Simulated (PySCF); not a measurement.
Molecule: SMILES C=CCCC, C₅H₁₀.

Geometry:
```
atom   x (Å)   y (Å)   z (Å)
  C1   2.491   0.900   0.328
  C2   1.633  -0.048  -0.050
  C3   0.269  -0.263   0.525
  C4  -0.851  -0.112  -0.506
  C5  -2.234  -0.353   0.076
  H6   2.245   1.605   1.129
  H7   3.472   1.007  -0.144
  H8   1.924  -0.731  -0.859
  H9   0.103   0.437   1.361
 H10   0.214  -1.280   0.956
 H11  -0.796   0.899  -0.944
 H12  -0.671  -0.811  -1.341
 H13  -2.454   0.354   0.892
 H14  -3.020  -0.236  -0.685
 H15  -2.322  -1.370   0.491
```

Geometry PBE0-D3(BJ)/def2-SVP throughout; GIAO in PySCF 2.14, gas phase, one conformer, non-relativistic; equivalent atoms averaged; functional PBE0.

For orientation, IGLO-III gives these absolute shieldings σ: C2 30.9, C1 61.1, C3 140.7, C4 155.4, C5 167.3, H6 26.09, H9/H10 29.34, H11/H12 30.05, H13/H14/H15 30.42 ppm.

A run gave: C2 35.5, C1 62.5, C3 142.8, C4 157.3, C5 167.9, H6 25.93, H9/H10 29.39, H11/H12 30.05, H13/H14/H15 30.26 ppm (absolute shieldings σ).

Question: Which basis set was used in that run?
A. STO-3G
B. cc-pVDZ
C. 6-31G
D. pcSseg-1
E. cc-pVTZ

Answer: D. C1 tells them apart best: pcSseg-1 gives 62.5, STO-3G gives 129.4, 6-31G gives 85.2, cc-pVTZ gives 68.1, cc-pVDZ gives 81.3 ppm.
